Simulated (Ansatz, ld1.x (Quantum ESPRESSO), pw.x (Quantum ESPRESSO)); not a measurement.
**pw.x on sc Se: one setting changed**

Potential: PAW, ld1.x (Quantum ESPRESSO) 7.5, LDA (PW92); core [Ar] 3d10, reference 4s2 4p3; waves: 4s (bound): rcut 1.45, rcutus 1.70 bohr; 4s channel at 3.4 Ry: rcut 1.45, rcutus 1.70 bohr; 4p (bound): rcut 1.50, rcutus 1.70 bohr; 4p channel at 0.05 Ry: rcut 1.50, rcutus 1.70 bohr; 4d channel at 0.35 Ry: rcut 1.45, rcutus 1.70 bohr; 4d channel at 2.9 Ry: rcut 1.45, rcutus 1.70 bohr; local part: all-electron potential smoothed inside 1.50 bohr (lloc = -2); core correction: none; augmentation: PSQ, inside the norm-conserving radii.

The reference run (k-mesh 12³, cutoffs 40/320 Ry, Fermi–Dirac 0.01 Ry, mixing_beta 0.4, conv_thr 1e-9, no spin) gives -0.68 GPa at 21.385 Å³/atom, where all-electron LAPW gives -0.42 GPa. This run, with its own iteration cap, changes mixing_beta to 0.9.

```
&control
  calculation='scf', prefix='x', pseudo_dir='./', outdir='./tmp', tstress=.true., disk_io='none'
/
&system
  ibrav=0, nat=1, ntyp=1, ecutwfc=40, ecutrho=320, nbnd=10,
  occupations='smearing', smearing='fd', degauss=0.01
/
&electrons
  conv_thr=1e-09, mixing_beta=0.9, electron_maxstep=50
/
ATOMIC_SPECIES
Se 1.0 Se.UPF
CELL_PARAMETERS angstrom
  2.77568227 0.00000000 0.00000000
  0.00000000 2.77568227 0.00000000
  0.00000000 0.00000000 2.77568227
ATOMIC_POSITIONS crystal
Se 0.0000 0.0000 0.0000
K_POINTS automatic
12 12 12 0 0 0
```

```bash
pw.x < Se.scf.in > Se.scf.out
```

**Question.** How does the run end?

**Answer.** It converges in 6 iterations; the free energy moves by +0.0 meV/atom and the pressure by +0.00 GPa. The result is that of the reference run.

```
Message from routine setup:
     using ibrav=0 with symmetry is DISCOURAGED, use correct ibrav instead
     lattice parameter (alat)  =       5.2453  a.u.
     unit-cell volume          =     144.3131 (a.u.)^3
     number of electrons       =         6.00
     number of Kohn-Sham states=           10
     kinetic-energy cutoff     =      40.0000  Ry
     charge density cutoff     =     320.0000  Ry
     scf convergence threshold =      1.0E-09
     Exchange-correlation= SLA  PW   NOGX NOGC
     number of k points=    84  Fermi-Dirac smearing, width (Ry)=  0.0100
     iteration #  1     ecut=    40.00 Ry     beta= 0.90
     total energy              =    -182.89931076 Ry
     estimated scf accuracy    <       0.07477691 Ry
     iteration #  2     ecut=    40.00 Ry     beta= 0.90
     total energy              =    -182.91039799 Ry
     estimated scf accuracy    <       0.00418510 Ry
     iteration #  3     ecut=    40.00 Ry     beta= 0.90
     total energy              =    -182.91123239 Ry
     estimated scf accuracy    <       0.00001372 Ry
     iteration #  4     ecut=    40.00 Ry     beta= 0.90
     total energy              =    -182.91123616 Ry
     estimated scf accuracy    <       0.00000016 Ry
     iteration #  5     ecut=    40.00 Ry     beta= 0.90
     total energy              =    -182.91123621 Ry
     estimated scf accuracy    <          6.7E-09 Ry
     iteration #  6     ecut=    40.00 Ry     beta= 0.90
     the Fermi energy is     7.7806 ev
!    total energy              =    -182.91123621 Ry
     estimated scf accuracy    <          3.3E-11 Ry
     smearing contrib. (-TS)   =      -0.00226162 Ry
     The total energy is F=E-TS. E is the sum of the following terms:
     one-electron contribution =       4.84381188 Ry
     hartree contribution      =       1.19884655 Ry
     xc contribution           =      -4.07531493 Ry
     ewald contribution        =     -19.47326414 Ry
     one-center paw contrib.   =    -165.40305395 Ry
     convergence has been achieved in   6 iterations
          total   stress  (Ry/bohr**3)                   (kbar)     P=       -6.83
     Message from routine punch:
     Nothing written, as per user request (disk_io='none')
```

The run took about 5.4 s on one core of a shared host (Neoverse-V2, 96 threads, 371 GiB, load 54).
